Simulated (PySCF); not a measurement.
Predicted microwave data (PySCF 2.14.0, PBE0-D3(BJ)/def2-SVP geometry optimisation, gas phase) for one isomer of C4H6S:

```
Rotational constants : A = 9230, B = 2802, C = 2212 MHz
Dipole components    : |μa| = 0.72 D, |μb| = 1.10 D, |μc| = 0.00 D
Inertial defect      : -6.68 u·Å²
κ                    : -0.83
```

Problem. Which candidate fits, each taken in the one conformer that was computed?
A. `[S:1]=[CH:2][CH:3]1[CH2:4][CH2:5]1` with S1–C2–C3–C4 -146°
B. `[CH3:1][S:2][C:3]1=[CH:4][CH2:5]1` with C1–S2–C3–C4 180°
C. `[CH2:1]=[CH:2][S:3][CH:4]=[CH2:5]` with C1–C2–S3–C4 -172°, C2–S3–C4–C5 -172°
D. `[CH3:1][CH2:2][CH:3]=[C:4]=[S:5]` with C1–C2–C3–C4 -114°
E. `[CH2:1]=[CH:2][C:3]([CH3:4])=[S:5]` with C1–C2–C3–C4 0°
F. `[CH:1]#[C:2][S:3][CH2:4][CH3:5]` with C2–S3–C4–C5 64°

Solution. B. It is CSC1=CC1, an asymmetric top, point group Cs. The candidates at the same level (rigid rotor, commonest isotopes):

```csv
SMILES,A (MHz),B (MHz),C (MHz),μa (D),μb (D),μc (D),Δ (u·Å²),point group,rotor
C=CC(C)=S,7657,2752,2050,2.78,0.91,0.00,-3.17,Cs,asymmetric top
C=CSC=C,19171,1987,1804,0.00,1.12,0.00,-0.51,C2,near-prolate asymmetric top
CCC=C=S,16495,1529,1496,1.61,0.30,0.02,-23.32,C1,near-prolate asymmetric top
S=CC1CC1,15852,1931,1878,3.11,0.00,0.33,-24.51,Cs,near-prolate asymmetric top
C#CSCC,6426,2898,2164,1.31,1.05,0.56,-19.57,C1,asymmetric top
CSC1=CC1,9230,2802,2212,0.72,1.10,0.00,-6.68,Cs,asymmetric top
```

`S=CC1CC1` has A 72 % too high; `C#CSCC` has A 30 % too low; `CCC=C=S` has A 79 % too high; `C=CC(C)=S` has A 17 % too low; `C=CSC=C` has A 108 % too high. In the right answer the mirror of this Cs structure is the ab plane, so μc vanishes by symmetry. No structure here is proved a minimum.
